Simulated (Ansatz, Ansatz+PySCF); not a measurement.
```tsv
atom	x (Å)	y (Å)	z (Å)
S	0.0000	0.0000	-0.4010
O	0.0000	1.3505	0.4010
O	0.0000	-1.3505	0.4010
```

RHF on singlet SO2 was run in several spherical basis sets with Ansatz (development build ahead of 0.2.0). Caution for RHF: an unrestricted determinant lies well below; in another basis set an unrestricted determinant lies well below.

Problem. Rank the basis sets by the total energy that they give, lowest first, with the distance from the lowest.
A. 6-31G(d)
B. def2-TZVP
C. cc-pVTZ
D. cc-pVDZ
E. def2-SVP

Solution. B (0.00 eV), C (0.26 eV), D (2.77 eV), A (3.41 eV), E (9.94 eV).

Totals follow the description of the cores as much as that of the bonds, so this order isn't one of quality for chemistry.
